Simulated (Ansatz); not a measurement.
## CH3AlMg: where a starting geometry ends

The starting geometry of this gas-phase singlet was optimised with GFN2-xTB.

| atom | x (Å) | y (Å) | z (Å) |
| --- | --- | --- | --- |
| C | -0.7205 | -0.9125 | -0.4528 |
| Al | 0.1178 | -2.5612 | 0.0246 |
| Mg | 1.1012 | 0.0402 | 0.2391 |
| H | 2.0512 | 1.1393 | 1.0767 |
| H | -0.9649 | -0.5986 | -1.4820 |
| H | -1.4806 | -0.4708 | 0.2224 |

Predict what it relaxes into with r2SCAN-D4/def2-TZVP.

A bond breaks, leaving `[MgH][CH2][Al]`. Contacts that open: Al2–Mg3 (2.79 → 3.43 Å).

The energy falls by 0.20 eV over 8 steps:

```tsv
step	E − E(last) (eV)
1	0.202
2	0.092
3	0.043
4	0.014
5	0.002
6	0.000
7	0.000
8	0.000
```

Final geometry (Å):

```yaml
atoms:
  - { symbol: C, position_ang: [-0.5740, -0.9416, -0.3370] }
  - { symbol: Al, position_ang: [-0.2813, -2.8486, -0.2013] }
  - { symbol: Mg, position_ang: [0.9496, 0.3022, 0.3717] }
  - { symbol: H, position_ang: [2.1787, 1.3413, 0.9429] }
  - { symbol: H, position_ang: [-0.7094, -0.6078, -1.3808] }
  - { symbol: H, position_ang: [-1.4595, -0.6091, 0.2327] }
```

Frequencies at the end are all real (lowest 98 cm⁻¹). Run with Ansatz 0.2.0, 15 s on 2 threads of Arm Neoverse V1 (shared host).
